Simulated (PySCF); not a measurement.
Molecule: HC≡CCH2F (SMILES FCC#C).

Geometry (Å), atoms numbered from 1 in this order:
```xyz
7

C     1.606   -0.197   -0.513
C     0.490   -0.077   -0.063
C    -0.852    0.054    0.494
F    -1.585    1.013   -0.152
H     2.598   -0.303   -0.914
H    -0.785    0.319    1.564
H    -1.381   -0.912    0.415
```

Geometry PBE0-D3(BJ)/def2-SVP throughout; GIAO in PySCF 2.14, gas phase, one conformer, non-relativistic; equivalent atoms averaged; basis pcSseg-2.

For orientation, BHandHLYP gives these shifts δ (against TMS, CFCl3 at the same level): C1 85.8, C2 82.6, C3 70.3, F4 -224.1, H6/H7 4.80, H5 2.61 ppm.

A run gave: C1 82.2, C2 84.3, C3 75.8, F4 -265.9, H6/H7 5.13, H5 2.33 ppm (shifts δ (against TMS, CFCl3 at the same level)).

Which functional was used in that run?
A. B3LYP
B. BP86
C. CAM-B3LYP
D. OPBE

## Answers

B. F4 tells them apart best: BP86 gives -265.9, OPBE gives -254.4, CAM-B3LYP gives -236.5, B3LYP gives -244.9 ppm.
